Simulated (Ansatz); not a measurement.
# HO (doublet): from Hartree-Fock to the top rungs, def2-TZVPP

The task here is to estimate one member of a computed series from the others.

Computed with Ansatz 0.2.0, Gaussian basis. Level: def2-TZVPP, core rule «outside noble gas», up to 1 orbitals frozen.

The runs, in order: UHF; ROHF; CCSD(T) on UHF.

2 further runs of the same task are left out: 2 set aside as unsound or not needed.

## The geometry

The geometry is a PBE0/def2-TZVP stationary point (not a proven minimum) of the parent state, kept for this charge and spin.

2 atoms, charge 0, spin multiplicity 2.

Atoms are counted from 1 here; the program's logs count them from 0.

Bond lengths: O1–H2 1.035 Å.

Geometry (Å):

```xyz
2
charge 0, multiplicity 2
O     0.0000    0.0000    0.0000
H     0.0000    0.0000    1.0352
```

Set-up of the first run:

Input file in.yaml:

```yaml
crystal:
  periodic: [false, false, false]
  atoms:
    - {symbol: O, position_ang: [0.000000, 0.000000, 0.000000]}
    - {symbol: H, position_ang: [0.000000, 0.000000, 1.035200]}
basis:
  gaussian: {orbitals: def2-TZVPP}
magnetization: {spin_polarized: true, initial_magnetization: 1}
hamiltonian: {xc: hf}
output: {orbitals: {seedname: orbitals}}
```

Launch:

```bash
> ansatz run in.yaml --threads 1 --pin off --events-out ev --progress --plain --max-ram 2560MiB --backend cpu
```

Among the steps run: UHF; ROHF; CCSD(T) on UHF.

One table of the session follows, with a row left open; its other results are not shown here.

```
  method  from UCCSD(T) (kcal/mol)
    ROHF                   +141.35
     UHF                   +138.24
    UMP2                         ?
   UCCSD                     +3.33
UCCSD(T)                         0
```

Estimate the missing values for UMP2.

The run gave: from UCCSD(T) (kcal/mol): +12.28. In the column «from UCCSD(T) (kcal/mol)» it lies between UCCSD (+3.33) and UHF (+138.24).
